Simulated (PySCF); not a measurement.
Isomers of C6H6, mass 78.047 u with the commonest isotopes. The calculation used PBE0-D3(BJ)/def2-SVP geometry optimisation, gas phase (PySCF 2.14.0). One conformer each, none proved a minimum here; rigid rotors.

Question: Order these by rotational constant B, largest first.
A. fulvene, `C1=CC=CC1=C`
B. `C1=CC2C3C1C23` (benzvalene)
C. `[CH:1]#[C:2]/[CH:3]=[CH:4]\[CH:5]=[CH2:6]` with C3–C4–C5–C6 180°

Answer: B (5288 MHz), A (3811 MHz), C (1958 MHz).

Question: Order these by dipole moment, smallest first.
A. `[CH:1]#[C:2]/[CH:3]=[CH:4]\[CH:5]=[CH2:6]` with C3–C4–C5–C6 180°
B. `C1=CC2C3C2C31` (benzvalene)
C. fulvene, `C=C1C=CC=C1`

Answer: A (0.54 D), C (0.67 D), B (0.91 D).

Question: Order these by rotational constant A, smallest first.
A. `[CH:1]#[C:2]/[CH:3]=[CH:4]\[CH:5]=[CH2:6]` with C3–C4–C5–C6 180°
B. fulvene (`C=C1C=CC=C1`)
C. benzvalene (`C1=CC2C3C1C23`)

Answer: C (7467 MHz), B (8211 MHz), A (9788 MHz).

```json
{"SMILES": "C#C/C=C\\C=C", "point group": "Cs", "Ia (u·Å²)": "51.63", "Ib (u·Å²)": "258.16", "Ic (u·Å²)": "309.79", "κ": "-0.92", "μa (D)": "0.54", "μb (D)": "0.03", "μc (D)": "0.00"}
{"SMILES": "C1=CC2C3C1C23", "point group": "C2v", "Ia (u·Å²)": "67.68", "Ib (u·Å²)": "95.58", "Ic (u·Å²)": "129.36", "κ": "-0.22", "μa (D)": "0.91", "μb (D)": "0.00", "μc (D)": "0.00"}
{"SMILES": "C=C1C=CC=C1", "point group": "C2v", "Ia (u·Å²)": "61.55", "Ib (u·Å²)": "132.61", "Ic (u·Å²)": "194.16", "κ": "-0.57", "μa (D)": "0.67", "μb (D)": "0.00", "μc (D)": "0.00"}
```
